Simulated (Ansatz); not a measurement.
# C₂H₃N, SMILES C#CN: vertical and adiabatic energies of changing the electron count

With Ansatz 0.2.0 through its Python package.

Notebook, run cell by cell (the value of a cell's last expression is shown):

In [1]:
```python
import warnings

import ansatz as az
import numpy as np

BASIS = "cc-pVDZ"
FUNCTIONAL = "cam_b3lyp"
NET_CHARGE = 1
```

In [2]:
```python
warnings.simplefilter("ignore", az.DeckWarning)
```

In [3]:
```python
geometry_ang = [
    ("C", [-1.1828, -0.5243, -0.709]),
    ("C", [-0.2423, -0.2101, -0.1077]),
    ("N", [0.937, 0.1242, 0.627]),
    ("H", [-2.0385, -0.7175, -1.2675]),
    ("H", [1.7438, 0.4321, 0.0396]),
    ("H", [0.8248, 0.8316, 1.3714]),
]
c2h3n = az.Crystal.molecule()
for symbol, xyz in geometry_ang:
    c2h3n = c2h3n.atom(symbol, xyz)
```

In [4]:
```python
calculation = (
    c2h3n.calculation()
    .basis(gaussian=BASIS)
    .functional(FUNCTIONAL)
)
symbols = [site.symbol for site in c2h3n.cartesian_sites]
start = np.array([site.position_ang for site in c2h3n.cartesian_sites], dtype=float)
data = calculation.relax(force_tolerance=0.01, max_steps=100).run(threads=1).report
end = np.array(data["positions_ang"])
```

In [5]:
```python
minimum = az.Crystal.molecule()
for symbol, place in zip(symbols, end):
    minimum = minimum.atom(symbol, place.tolist())
ion = minimum.calculation()
ion = ion.basis(gaussian=BASIS).functional(FUNCTIONAL)
ion = ion.charge(NET_CHARGE)
ion = ion.spin("collinear", total=1)
vertical = ion.run(threads=1).report
settled = ion.relax(force_tolerance=0.01, max_steps=80).run(threads=1).report
print(f"vertical ionisation energy   {vertical['free_energy_ev'] - data['free_energy_ev']:.3f} eV")
print(f"adiabatic, no zero point     {settled['free_energy_ev'] - data['free_energy_ev']:.3f} eV")
print(f"relaxation energy of the ion {vertical['free_energy_ev'] - settled['free_energy_ev']:.3f} eV")
ionised = np.array(settled["positions_ang"])
print("final positions (A) and the move of each atom")
for symbol, xyz, old in zip(symbols, ionised, end):
    print(f"{symbol:2s} {xyz[0]:10.5f} {xyz[1]:10.5f} {xyz[2]:10.5f}   {np.linalg.norm(xyz - old):7.4f}")
```
```text
vertical ionisation energy   8.981 eV
adiabatic, no zero point     8.521 eV
relaxation energy of the ion 0.460 eV
final positions (A) and the move of each atom
C    -1.18361   -0.48090   -0.71676    0.0142
C    -0.17480   -0.08240   -0.11599    0.0873
N     0.86863    0.32958    0.50545    0.2443
H    -2.06451   -0.82866   -1.24141    0.0778
H     1.79531    0.28924    0.06569    0.1398
H     0.80098    0.70915    1.45682    0.1397
```

The settings weren't tested for convergence. The energies are electronic: no zero-point or thermal terms, and the basis set is short of its limit. The product may relax into another structure. The relaxation finds the nearest minimum, so the adiabatic value is an upper bound. The whole script took 28 s on 1 thread of Arm Neoverse V1, with other jobs on the host, peak memory 0.21 GiB.
